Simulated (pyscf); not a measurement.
Elementary routes open to F–GaH₂ in the gas phase (singlet surface):
A. GaH [singlet] + hydrogen fluoride (HF) (F–Ga, Ga–H broken; F–H formed)
B. F–Ga [singlet] + hydrogen (H₂) (Ga–H, Ga–H broken; H–H formed)

Optimised with ωB97X-D3(BJ)/def2-SVP in PySCF.

Question: Rank the routes by free-energy barrier at 298 K, lowest first, for ωB97M-D3(BJ)/def2-TZVP energies (ideal gas, 1 atm, RRHO with modes under 100 cm⁻¹ raised to 100, one conformer, R ln 2 for chiral ones without a mode under 150 cm⁻¹).

Answer: A (56.7 kcal/mol), B (76.1 kcal/mol)

Route A is the fastest of these, ahead of the next by 19.4 kcal/mol. The most stable products are those of B (ΔG = -10.6 kcal/mol), whose barrier is 19.4 kcal/mol higher: the kinetic and the thermodynamic product differ. At 1200 K A is still the fastest. Only these routes are compared; each barrier is that of the saddle found, and lower ones may exist. A restricted solution here is unstable towards spin polarisation, so biradical character is likely and single-reference numbers are less safe. Elements up to Kr have no core potential and no relativistic terms here.
